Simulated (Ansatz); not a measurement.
Frontier orbitals of `NC(N)(N)F`.

```csv
atom,x (Å),y (Å),z (Å)
N1,-1.1384,-0.5652,0.4929
C2,0.1424,-0.2324,-0.0717
N3,-0.0720,0.2267,-1.3854
N4,0.9995,0.7143,0.5912
F5,0.8593,-1.4349,-0.0092
H6,-1.0261,-0.9594,1.4174
H7,-1.7190,0.2607,0.5475
H8,0.8062,0.4199,-1.8450
H9,-0.6254,-0.4354,-1.9101
H10,1.2310,0.3917,1.5213
H11,0.5423,1.6141,0.6510
```

The species carries charge 0 and has multiplicity 1. Geometry: relaxed with PBE0-D4/def2-TZVP. It is one conformer, not always the lowest. Basis def2-TZVPP, the Gaussian-basis code of Ansatz.

```tsv
functional	HOMO (eV)	LUMO (eV)	gap (eV)
PBE	-5.44	-0.01	5.43
revPBE	-5.37	0.06	5.43
r2SCAN	-5.77	0.76	6.53
PBE0	-6.98	0.80	7.78
HSE06 (plane-wave form)	-6.57	0.44	7.01
ωB97M-V	-9.41	2.16	11.57
```

A quarter of exact exchange (PBE0) shifts PBE's HOMO by −1.55 eV and its LUMO by +0.82 eV; full exchange at long range (ωB97M-V) shifts them by −3.97 and +2.18 eV. The gap opens from 5.42 to 11.57 eV, since occupied levels lose self-interaction and empty ones feel all the electrons. A positive LUMO is unbound and depends on the basis.
